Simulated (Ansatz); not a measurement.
O2, singlet in 6-31G: errors against full CI

Geometry: a point of a stretch scan, not a stationary point.

```json
{"atom": "O", "x (Å)": "0.0000", "y (Å)": "0.0000", "z (Å)": "0.0000"}
{"atom": "O", "x (Å)": "0.0000", "y (Å)": "0.0000", "z (Å)": "1.0920"}
```

Basis 6-31G; Ansatz 0.2.0. Correlated methods freeze the noble-gas cores, which leaves 12 electrons in 16 orbitals. R marks a restricted (for open shells ROHF) determinant, U an unrestricted one. Active spaces: valence = (12e, 8o) chosen from the atoms' valence shells; pair = (2e, 2o) about the gap.

Full CI is exact within this basis and frozen core; it isn't the basis-set limit. The frozen core follows each run's orbitals, which can shift R against U totals by a few meV.

The determinant fills πx and πy unequally, so it is a mixture of Σ and Δ, which weighs on every level built on one determinant.

```
UHF ⟨S²⟩                          : 1.012
T1 diagnostic (RCCSD)             : 0.0106
largest doubles amplitude (RCCSD) : 0.162
```

```
                   level  E − E(full CI) (meV)  share of correlation (%)  wall time
                     RHF                  6917                      0.00          –
                    UHF†                  5509                         –          –
                    RMP2                   522                     92.45          –
                   UMP2†                  -396                         –          –
                    CISD                   856                     87.63     0.15 s
                   RCCSD                   448                     93.52          –
                 UCCSD*†                  -587                         –          –
                RCCSD(T)                   262                     96.22     0.18 s
              UCCSD(T)*†                  -821                         –     0.46 s
                 BCCD(T)                   264                     96.18     0.21 s
                 RCCSDT*                    95                     98.62          –
                UCCSDT*†                 -1142                         –          –
                  CISDTQ                   100                     98.56        3 s
              RCCSDT(Q)*                   -33                    100.48      0.6 s
             UCCSDT(Q)*†                 -1257                         –      3.3 s
                RCCSDTQ*                     8                     99.89        7 s
               UCCSDTQ*†                 -1214                         –       88 s
  CASSCF (valence space)                  3702                     46.49          –
  NEVPT2 (valence space)                   703                     89.84     0.21 s
  MRCISD (valence space)                   182                     97.36          –
MRCISD+Q (valence space)                    48                     99.30      1.1 s
```

An asterisk marks runs whose energy the program itself flagged as in doubt. A dagger marks rows that describe another state than the reference (another or a broken symmetry, a higher spin or other natural occupations), so the difference isn't the method's error.

The correlation energy at full CI, counted from RHF, is -6.917 eV. That run took 85 s on 1 thread of Arm Neoverse V2, shared host over 8,014,464 determinants.

Run but not shown, since their state, orbitals or frozen core can't be matched to the reference's or they repeat it: CASSCF (pair space), NEVPT2 (pair space), MRCISD (pair space), MRCISD+Q (pair space).

Times hold each run's SCF and search for its determinant on a shared host, so for small cases they say little of a method's own cost; they ran on 1 thread of Arm Neoverse V2.

More than 5 meV below full CI, which no variational method can be: RCCSDT(Q).

Unrestricted levels hold only the spin's projection, and here they fall towards a lower state of higher spin.

The full-CI state has the irrep B1g of D2h, in the program's axes (one component, if the state is degenerate).

Natural occupations of full CI about the gap: 1.967 1.951 1.951 1.028 1.028 0.031 0.012 0.012 0.012 0.009; effectively unpaired electrons, Σ n²(2−n)², 2.03. No single determinant describes this state well, so single-reference rows can miss without a flag.
